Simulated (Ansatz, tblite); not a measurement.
# The cluster HgF₂: rung by rung

An exercise on one series of results from a longer session: the logs are not shown, and one member is left open.

The runs use Ansatz 0.2.0, Gaussian basis; as each input shows.

Levels to be run: GFN1-xTB, GFN2-xTB, PBE-D4/def2-TZVP, r2SCAN-D4/def2-TZVP, LC-ωPBE/def2-TZVP, r2SCANh-D4/def2-TZVP, BLYP-D4/def2-TZVP, LDA/def2-TZVP, ωB97M-V/def2-TZVP, PBE-D4/def2-SVP, PBE0-D4/def2-SVP, PBE0-D4/def2-TZVPD, PBE-D4/def2-TZVPD, r2SCAN-D4/def2-TZVPD, CCSD(T)/def2-TZVPP, MP2/def2-TZVP, RPA/def2-TZVP, CCSD(T)/def2-TZVPD.

3 further runs of the same task are left out: 1 that didn't finish, 2 set aside as unsound or not needed.

### The structure

The geometry is that of the singlet, from an earlier relaxation (B3LYP-D4/def2-TZVP). At that level it is the lowest of the isomers that a small search found.

3 atoms, charge 0, spin multiplicity 1.

Bond lengths: Hg1–F2 1.935 Å, Hg1–F3 1.935 Å. Angles: F2–Hg1–F3 180.0°.

Hg takes a core potential in the def2 sets. No spin-orbit coupling is included.

PBE0-D4/def2-TZVP was run before; its log isn't repeated, and its numbers join the tables.

Set-up of the first run:

Tight binding, by tblite at 300 K electronic temperature and without a spin-polarisation term:

```python
tblite.interface.Calculator('GFN1-xTB', numbers, positions, charge=0, uhf=0).singlepoint()
```

Tight binding, by tblite at 300 K electronic temperature and without a spin-polarisation term:

```python
tblite.interface.Calculator('GFN2-xTB', numbers, positions, charge=0, uhf=0).singlepoint()
```

start.molden holds the orbitals of an earlier run on this state, given as this run's starting guess.

in.yaml reads:

```yaml
crystal:
  periodic: [false, false, false]
  atoms:
    - {symbol: Hg, position_ang: [0.000013, -0.000001, -0.000027]}
    - {symbol: F, position_ang: [-1.726468, -0.264508, -0.833042]}
    - {symbol: F, position_ang: [1.726456, 0.264509, 0.833069]}
basis:
  gaussian: {orbitals: def2-TZVP, initial_orbitals: start.molden}
hamiltonian: {xc: pbe, dispersion: d4}
scf: {omitted_lower_state_checks: [starts]}
output: {forces: true, orbitals: {seedname: orbitals}}
```

Started as:

```bash
> ansatz run in.yaml --threads 2 --pin off --events-out ev --progress --plain --max-ram 4352MiB
```

Steps of the session up to this table: PBE-D4/def2-TZVP; r2SCAN-D4/def2-TZVP; LC-ωPBE/def2-TZVP; r2SCANh-D4/def2-TZVP; BLYP-D4/def2-TZVP; LDA/def2-TZVP; ωB97M-V/def2-TZVP; PBE-D4/def2-SVP; PBE0-D4/def2-SVP; PBE0-D4/def2-TZVPD; PBE-D4/def2-TZVPD; r2SCAN-D4/def2-TZVPD; CCSD(T)/def2-TZVPP; MP2/def2-TZVP; RPA/def2-TZVP; CCSD(T)/def2-TZVPD.

One of the session's tables, all rows but one given; the rest of the session is left out.

```
               level  HOMO (eV)  LUMO (eV)  gap (eV)
       LDA/def2-TZVP      -8.63      -3.99      4.64
     PBE-D4/def2-SVP          ?          ?         ?
    PBE-D4/def2-TZVP      -8.32      -3.61      4.71
   PBE-D4/def2-TZVPD      -8.42      -3.69      4.73
   BLYP-D4/def2-TZVP      -8.27      -3.59      4.68
 r2SCAN-D4/def2-TZVP      -8.75      -3.41      5.34
r2SCAN-D4/def2-TZVPD      -8.80      -3.44      5.36
r2SCANh-D4/def2-TZVP      -9.48      -3.02      6.46
    PBE0-D4/def2-SVP      -9.87      -2.33      7.54
   PBE0-D4/def2-TZVP     -10.26      -2.55      7.71
  PBE0-D4/def2-TZVPD     -10.32      -2.62      7.71
   LC-ωPBE/def2-TZVP     -13.00      -0.12     12.88
   ωB97M-V/def2-TZVP     -12.72      -0.42     12.30
```

Estimate the missing values for PBE-D4/def2-SVP.

As computed: HOMO (eV): -7.86; LUMO (eV): -3.35; gap (eV): 4.52. In the column «HOMO (eV)» it is the highest.
